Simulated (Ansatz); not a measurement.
`C[SiH2][S]` radical. The species carries charge 0 and has multiplicity 2.

```xyz
8

C     0.1312    1.0033   -0.1987
Si   -0.1023   -0.7813    0.2866
S     0.0526   -2.1449   -1.3361
H    -0.0026    1.6520    0.6715
H    -0.5910    1.2922   -0.9646
H     1.1357    1.1677   -0.5947
H    -1.4874   -1.0299    0.7827
H     0.8639   -1.1591    1.3532
```

What are the harmonic wavenumbers in cm⁻¹ at PBE0-D4/def2-TZVP (Ansatz, finite differences of forces, unscaled)? (An estimate is asked.)

Ansatz gave: 158, 178, 374, 495, 536, 675, 731, 872, 888, 914, 1273, 1443, 1448, 2186, 2210, 3051, 3136, 3148.

Is this a minimum?

Yes, all 18 modes are real.

Give the ideal-gas thermochemistry at 298.15 K and 1 bar (rigid rotor, harmonic oscillator; point group Cs, symmetry number 1).

Zero-point energy 141.8 kJ/mol; H(298) − E = 158.1 kJ/mol; entropy 307.8 J/(mol·K), of which translation 163.1, rotation 104.1, vibration 34.9, electronic 5.8; G(298) − E = 66.3 kJ/mol.

Rotational constants (cm⁻¹)?

0.571, 0.1235, 0.1074.
